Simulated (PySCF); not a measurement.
## How methods differ on the ionisation energy of Al

Al [Ne] 3s2 3p1 (2P) → Al⁺ [Ne] 3s2 (1S), as a difference of total energies. Calculation: PySCF 2.14, in cc-pVDZ-DK (4s3p1d, 18 functions); scalar relativity by spin-free X2C-1e. Correlated levels: valence: [Ne] frozen. The calculations carry no spin-orbit coupling.

```tsv
method	ionisation energy (eV)	error (eV)
UHF	5.574	-0.403
TPSS	6.139	+0.162
PBE	6.067	+0.090
MP2 (valence)	5.725	-0.252
SCS-MP2 (valence)	5.706	-0.271
CCSD (valence)	5.808	-0.169
CCSD(T) (valence)	5.826	-0.151
```

Reference: 5.977 eV (measured; NIST levels, between the centres of gravity of the two terms).

Errors of the correlated levels include the incompleteness of this basis and the frozen core.
